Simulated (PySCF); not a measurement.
Which functional comes closest?

Molecule: `Cl`, ClH.

Mapped SMILES: `[ClH:1]`. Hydrogens are named by the atom that carries them.

Geometry PBE0-D3(BJ)/def2-SVP throughout; GIAO in PySCF, gas phase, one conformer, non-relativistic; equivalent atoms averaged; basis pcSseg-2.

Reference values (CCSD(T)/CBS (aug-cc-pCVXZ fit); gas (isolated, no vibration); Rzepiela, Kaminsky, Buczek, Broda, Kupka, Molecules 2022, 27, 8230): σ(Cl1) = 957.9 ppm.

Question: How do the functionals HF, LDA, PBE, BLYP, BP86, OPBE, KT2, KT3, B97-D, B3LYP, PBE0, mPW1PW91, WP04, B97-2, BHandHLYP, CAM-B3LYP, wB97X-D, LC-wPBE perform against the reference? Times are CPU seconds on shared hosts with different chips, so compare them loosely; the GGAs took longer than the global hybrids here, which isn't the general rule, and the cause wasn't traced.

Answer: 
```
functional                    kind    Cl1  abs. error Cl  core-s
        HF            Hartree–Fock  944.9           13.0    0.16
       LDA                     LDA  942.3           15.6     0.4
       PBE                     GGA  933.9           24.0    0.54
      BLYP                     GGA  920.1           37.8    0.55
      BP86                     GGA  930.1           27.8    0.57
      OPBE                     GGA  944.4           13.5    0.54
       KT2                     GGA  942.5           15.4    0.53
       KT3                     GGA  937.4           20.5    0.58
     B97-D                     GGA  926.6           31.3    0.61
     B3LYP           global hybrid  927.3           30.6     0.4
      PBE0           global hybrid  940.8           17.1    0.39
  mPW1PW91           global hybrid  937.5           20.4    0.39
      WP04           global hybrid  900.5           57.4    0.27
     B97-2           global hybrid  936.6           21.3    0.44
 BHandHLYP           global hybrid  935.4           22.5    0.23
 CAM-B3LYP  range-separated hybrid  934.4           23.5    0.32
   wB97X-D  range-separated hybrid  935.8           22.1     0.3
   LC-wPBE  range-separated hybrid  944.8           13.1    0.48
```

For ³⁵Cl the closest is HF (13.0 ppm, with LC-wPBE practically level) and the furthest WP04 (57.4 ppm). One molecule is a small sample, and the reference may use another geometry.
